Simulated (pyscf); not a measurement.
PySCF, gas phase, ωB97X-D3(BJ)/def2-SVP geometries.

Question: Estimate the classical barrier height and the reaction energy of `[SiH3]` [doublet] + `[GeH4]` → `[SiH2][GeH3]` [doublet] + `[H][H]` at ωB97M-D3(BJ)/def2-TZVP. The step runs on the doublet surface, breaks H–Si, Ge–H and forms Ge–Si, H–H; take the separated reactants as zero.

Answer: ΔE‡ = 2.11 eV, ΔE = -0.01 eV. Zero-point energy shifts the barrier by -0.11 eV. It is a four-centre exchange, with an imaginary mode of 416i cm⁻¹. •H₂Si–GeH₃ lies 0.36 eV over its isomer H₃Si–GeH₂• (electronic energy, ωB97M-D3(BJ)/def2-TZVP). One saddle was located; it need not be the lowest between these sides. Elements up to Kr have no core potential and no relativistic terms here.
